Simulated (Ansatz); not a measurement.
A made-up structure of CH3BF, doublet:

B1  (-0.464, -0.022, -0.639)
C2  (0.419, -0.058, 0.583)
F3  (0.875, 1.051, 1.144)
H4  (-0.835, -1.063, -1.089)
H5  (-0.768, 1.025, -1.125)
H6  (-0.910, -0.114, 0.417)
(Å)

It is relaxed with PBE-D4/def2-SVP and then PBE0-D4/def2-TZVP (Ansatz 0.2.0). Atoms count as bonded within 1.22 times the sum of their covalent radii (H–H: 0.88 Å). The end point is not checked to be a true minimum.

(1) Does its bonding change? (Judge from chemistry; the calculation decides.)

Results:

(1) Computed: Yes. Formed: C2–H6; broken: B1–H6.

Where it ends: The first stage lowers the energy by 2.00 eV in 15 steps. It ends as CH₃BF ([BH2][CH][F]):
```csv
atom,x (Å),y (Å),z (Å)
B1,-0.5052,0.0590,-0.8719
C2,-0.1102,0.1376,0.5812
F3,0.5636,1.1713,1.0631
H4,-1.1113,-0.9039,-1.2326
H5,-0.2111,0.9414,-1.6187
H6,-0.3091,-0.5870,1.3694
```

Labels in which every atom is bracketed show which atoms are joined, not bond orders.

For scale, one of the runs: PBE0-D4/def2-TZVP relaxation, 111 basis functions, launched by `ansatz run in.yaml --threads 2 --pin off --events-out ev --progress --plain --max-ram 4352MiB`. Hardware: 2 CPU threads of an Arm Neoverse V2, shared host. Wall time about 12 s.
